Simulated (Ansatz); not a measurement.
One 16-atom cell of diamond-structure Si (4×4×4 k mesh) in Ansatz (an electronic-structure program) on different hardware, wall time of one geometry. Timed on an otherwise idle machine. Each time is one whole self-consistent calculation from the program's own starting density, with atoms slightly displaced so that no symmetry helps. Each time rests on 1 run. Runs that were refused, crashed, met a hardware fault or gave a value with a known fault, GW or RPA on cards, and runs at one k point on several cards are not listed.

```tsv
level	1 x GB300 with 34 host threads	72 threads on Grace (Neoverse V2), one socket	8 threads on AMD EPYC 9R45	94 threads on AMD EPYC 9R45
HSE06	15.9 s	26.0 s	78.9 s	21.7 s
PBE0	15.9 s	25.9 s	78.6 s	20.8 s
```

Cutoffs: HSE06 420 eV, PBE0 420 eV.

SCF iterations: HSE06 16/16/16/16, PBE0 15/15/15/15. Levels and machines are shown where every run ended and took over 10 s.

Small jobs can leave large machines partly idle; times within a tenth of each other aren't ordered.
